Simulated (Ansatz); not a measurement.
Start from `CCCC(C)C(C)C` and change one atom or group to get `CC(C)C(C)C`.

Ansatz, PBE0-D4/def2-TZVP geometries, multiplicity 1. Each molecule was computed in one conformer, which needn't be the lowest.

| property | `CCCC(C)C(C)C` |
| --- | --- |
| HOMO–LUMO gap (PBE/def2-TZVPP) / eV | 7.40 |
| size of the dipole moment (PBE/def2-TZVPP) / D | 0.13 |
| LUMO energy (B3LYP/def2-TZVPP) / eV | 0.80 |
| size of the dipole moment (B3LYP/def2-TZVPP) / D | 0.13 |
| HOMO–LUMO gap (PBE0/def2-TZVPP) / eV | 9.50 |
| HOMO energy (B3LYP/def2-TZVPP) / eV | -8.19 |

Q: What does the change do to each property? (An estimate is asked.)

A: Computed: 
| property | `CC(C)C(C)C` | shift |
| --- | --- | --- |
| HOMO–LUMO gap (PBE/def2-TZVPP) / eV | 7.55 | 0.15 |
| size of the dipole moment (PBE/def2-TZVPP) / D | 0.15 | 0.02 |
| LUMO energy (B3LYP/def2-TZVPP) / eV | 0.77 | -0.03 |
| size of the dipole moment (B3LYP/def2-TZVPP) / D | 0.14 | 0.01 |
| HOMO–LUMO gap (PBE0/def2-TZVPP) / eV | 9.67 | 0.17 |
| HOMO energy (B3LYP/def2-TZVPP) / eV | -8.40 | -0.21 |

Dipoles are sizes alone; their direction can turn.

B3LYP here is the variant with VWN-RPA as its local correlation; programs differ in this.
